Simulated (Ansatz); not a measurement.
Methyl acrylate. The species carries charge 0 and has multiplicity 1.

```xyz
12

C    -0.324   -1.452    1.998
C     0.022   -0.320    1.402
C    -0.072   -0.185   -0.067
O    -0.449   -1.036   -0.829
O     0.325    1.035   -0.456
C     0.271    1.268   -1.859
H    -0.679   -2.290    1.408
H    -0.261   -1.570    3.073
H     0.382    0.541    1.953
H    -0.749    1.155   -2.228
H     0.618    2.289   -2.005
H     0.916    0.566   -2.389
```

(1) List the harmonic frequencies (cm⁻¹, unscaled) at PBE0-D4/def2-TZVP in Ansatz. (An estimate is asked.)

(2) Is this a minimum?

(3) Give the ideal-gas thermochemistry at 298.15 K and 1 bar (rigid rotor, harmonic oscillator; point group Cs, symmetry number 1).

## Answers

(1) The calculation gave: 93, 138, 200, 223, 341, 478, 532, 673, 841, 882, 1013, 1029, 1061, 1080, 1177, 1208, 1247, 1336, 1431, 1472, 1478, 1492, 1715, 1817, 3066, 3142, 3165, 3178, 3209, 3262.

(2) Yes, all 30 modes are real.

(3) Zero-point energy 251.1 kJ/mol; H(298) − E = 270.9 kJ/mol; entropy 333.9 J/(mol·K), of which translation 164.4, rotation 110.1, vibration 59.4; G(298) − E = 171.3 kJ/mol. Modes under 100 cm⁻¹ are hindered rotations or soft bends, so the harmonic entropy is rough.
